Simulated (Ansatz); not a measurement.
A calculation with Ansatz (development build ahead of 0.2.0).

```yaml
crystal:
  periodic: [false, false, false]
  atoms:
    - { symbol: O, position_ang: [0.0, 0.0, -0.10896] }
    - { symbol: H, position_ang: [0.0, 0.0, 0.87168] }
basis:
  gaussian: { orbitals: cc-pVDZ }
total_charge: -1
hamiltonian:
  xc: hf
correlation:
  method: mp2
  frozen_orbitals: { H: 0, O: 1 }
```

The input is written out in the form of the current development build from the run's settings.

Output:

```yaml
Converged: yes
Reference_energy: -75.33060 hartree
Correlation_energy: -0.19506 hartree
Total_energy: -75.52566 hartree
Spin_squared_of_the_determinant: 0.000
```

Caution: no diffuse functions for an anion.
